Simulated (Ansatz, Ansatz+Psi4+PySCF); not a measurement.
```xyz
6

C    -0.0471    1.1401    0.0032
S    -0.0493   -0.6570    0.0061
H     1.2760   -0.8243    0.0070
H    -1.0933    1.4690    0.0065
H     0.4348    1.5561    0.8839
H     0.4301    1.5548   -0.8832
```

Basis set: cc-pVTZ on H, C; cc-pV(T+d)Z on S (spherical functions). Correlated methods keep 6 orbitals frozen. Charge 0, multiplicity 1.

Computed with Ansatz (development build ahead of 0.2.0); each method stands on the lowest determinant of its kind that the runs found. Restricted open shells among the atoms or ions are ROHF, correlated in semicanonical orbitals with singles.

The atomization energy at this shape (free ground-state atoms in the same class of orbitals less the molecule, no zero-point energy) of singlet CH₄S:

```tsv
method	atomization energy
RHF	356.93 kcal/mol
```

Task: What does RHF-MP2 give?

Result: 462.34 kcal/mol.
